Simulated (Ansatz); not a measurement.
# HCN (hydrogen cyanide): a chain of runs

Aim: a series of 8 runs (PBE/splines, PBE/cc-pVDZ, PBE/cc-pVTZ, PBE/cc-pVQZ, PBE/aug-cc-pVTZ, PBE/pcseg-2, PBE/def2-TZVPP, PBE/6-31G*) of HCN (hydrogen cyanide). 

Program for the calculation: Ansatz 0.2.0.

## Step 1: The system as given

HCN: 3 atoms, total charge 0, spin state singlet. SMILES: `C#N`. The shape is that of a PBE0-D4/def2-TZVP optimisation.

Bond lengths: C1–N2 1.146 Å, C1–H3 1.069 Å. Angles: N2–C1–H3 180.0°.

## Step 2: Energy and forces at PBE/splines (run 1)

Contents of molecule.yaml:

```yaml
basis:
  splines: {}
crystal:
  periodic: [false, false, false]
  atoms:
    - {symbol: C, position_ang: [-0.005600, -0.024400, -0.005600]}
    - {symbol: "N", position_ang: [0.252000, 1.061000, 0.255200]}
    - {symbol: H, position_ang: [-0.246400, -1.036600, -0.249500]}
hamiltonian:
  xc: pbe
accuracy: medium
output: {forces: true}
```

Started as:

```sh
$ ansatz run molecule.yaml --threads 1 --pin off --max-ram 2610MiB --events-out events.jsonl --progress --plain --runs-dir runs
```

Standard output:

```text
Warning: RAYON_NUM_THREADS=1 ignored (pool sized by the plan → 1); use --threads N
[... 16 lines left out ...]
Total energy: -2540.306417 eV
[... 2 lines left out ...]
Atom 2 at    -0.246400    -1.036600    -0.249500 Å, force    -0.048946    -0.209316    -0.049363 eV/Å
```

Wall time 19 s (1 thread of Arm Neoverse V1, shared host); peak memory 0.72 GiB.

## Step 3: Energy and gradient at PBE/cc-pVDZ (run 2)

Contents of job.yaml:

```yaml
crystal:
  periodic: [false, false, false]
  atoms:
    - {symbol: C, position_ang: [-0.005600, -0.024400, -0.005600]}
    - {symbol: "N", position_ang: [0.252000, 1.061000, 0.255200]}
    - {symbol: H, position_ang: [-0.246400, -1.036600, -0.249500]}
basis:
  gaussian:
    orbitals: cc-pVDZ
hamiltonian:
  xc: pbe
output: {forces: true, orbitals: {seedname: orbitals}}
```

Started as:

```sh
$ ansatz run job.yaml --threads 1 --pin off --max-ram 2610MiB --events-out events.jsonl --progress --plain --runs-dir runs
```

Standard output, shortened:

```text
Warning: RAYON_NUM_THREADS=1 ignored (pool sized by the plan → 1); use --threads N
Functional definition: PBE
  name "PBE"
[...]
313 factors; integrals over basis functions are off by at most 1.2e-3 eV
[...]
mean field -2539.20652279 eV, -93.3141185767 hartree, gradient 2.7e-5 eV, S^2 0.000000; 0 other end points of the search recorded, 0 dependent functions left out
[...]
reference -2539.20653962 eV, -93.3141191949 hartree; 7, 7 occupied and 26, 26 virtual orbitals, 313 factors
Total energy: -2539.20653962 eV, -93.3141191949 hartree
Atom 0 at    -0.005600    -0.024400    -0.005600 Å, force    -0.543173    -2.282447    -0.550200 eV/Å
Atom 1 at     0.252000     1.061000     0.255200 Å, force     0.677298     2.850148     0.685876 eV/Å
Atom 2 at    -0.246400    -1.036600    -0.249500 Å, force    -0.134125    -0.567700    -0.135675 eV/Å
Dipole moment:    -0.125994    -0.530304    -0.127585 e Å
```

It took 0.44 s on 1 thread of Arm Neoverse V1, shared host.

Runs 3 to 7 aren't shown in full; the table further down has their settings and results.

## Step 4: Energy and gradient at PBE/6-31G(d) (Cartesian functions) (run 8)

Edit job.yaml of step 3 so:

```diff
@@ -8,5 +8,7 @@
   gaussian:
-    orbitals: cc-pVDZ
+    orbitals: "6-31G*"
 hamiltonian:
   xc: pbe
-output: {forces: true, orbitals: {seedname: orbitals}}
+output:
+  forces: true
+  orbitals: {seedname: orbitals}
```

Started as:

```sh
$ ansatz run job.yaml --threads 1 --pin off --max-ram 2610MiB --events-out events.jsonl --progress --plain --runs-dir runs
```

Standard output, shortened:

```text
Warning: RAYON_NUM_THREADS=1 ignored (pool sized by the plan → 1); use --threads N
Functional definition: PBE
  name "PBE"
[...]
383 factors; their error is unknown
[...]
mean field -2538.99502231 eV, -93.3063460771 hartree, gradient 1.1e-5 eV, S^2 0.000000; 0 other end points of the search recorded, 0 dependent functions left out
[...]
reference -2538.99503498 eV, -93.3063465428 hartree; 7, 7 occupied and 25, 25 virtual orbitals, 383 factors
Total energy: -2538.99503498 eV, -93.3063465428 hartree
Atom 0 at    -0.005600    -0.024400    -0.005600 Å, force    -0.577480    -2.426814    -0.584942 eV/Å
Atom 1 at     0.252000     1.061000     0.255200 Å, force     0.662154     2.786490     0.670538 eV/Å
Atom 2 at    -0.246400    -1.036600    -0.249500 Å, force    -0.084674    -0.359676    -0.085596 eV/Å
Dipole moment:    -0.131384    -0.552998    -0.133043 e Å
```

Run time: 0.36 s. Hardware: 1 thread of Arm Neoverse V1, shared host.

## Step 5: The series

| run | level | Cartesian functions | energy (Eh) | HOMO energy (eV) | LUMO energy (eV) | HOMO–LUMO gap (eV) | wall time |
| --- | --- | --- | --- | --- | --- | --- | --- |
| 1 | PBE/splines | – | -93.354539 | -9.07 | -1.05 | 8.03 | 19 s |
| 2 | PBE/cc-pVDZ | no | -93.314119 | -8.79 | -0.40 | 8.39 | 0.44 s |
| 3 | PBE/cc-pVTZ | no | -93.343681 | -9.00 | -0.76 | 8.23 | 0.67 s |
| 4 | PBE/cc-pVQZ | no | -93.351279 | -9.05 | -0.89 | 8.16 | 1.4 s |
| 5 | PBE/aug-cc-pVTZ | no | -93.345231 | -9.07 | -1.04 | 8.04 | 1.3 s |
| 6 | PBE/pcseg-2 | no | -93.347466 | -9.08 | -0.94 | 8.14 | 0.67 s |
| 7 | PBE/def2-TZVPP | no | -93.347143 | -9.04 | -0.87 | 8.17 | 0.69 s |
| 8 | PBE/6-31G* (Cartesian functions) | yes | -93.306347 | -8.71 | -0.27 | 8.43 | 0.36 s |

## Step 6: Results

| quantity | value |
| --- | --- |
| run 8, PBE/6-31G*: total energy | -93.30635 Eh |
| run 8, PBE/6-31G*: dipole moment | 2.80 D |
| run 8, PBE/6-31G*: HOMO energy | -8.71 eV |
| run 8, PBE/6-31G*: LUMO energy | -0.27 eV |
| run 8, PBE/6-31G*: HOMO–LUMO gap | 8.43 eV |
| run 8, PBE/6-31G*: largest force on an atom | 2.942 eV/Å |

What this shows: Over runs 2, 3, 4, 5, 6, 7, 8 the dipole moment (its size) runs from 2.69 D (PBE/cc-pVDZ) to 2.95 D (PBE/pcseg-2). The HOMO–LUMO gap runs from 8.03 eV (PBE/splines) to 8.43 eV (PBE/6-31G*). All runs together took 25 s, the longest 19 s.
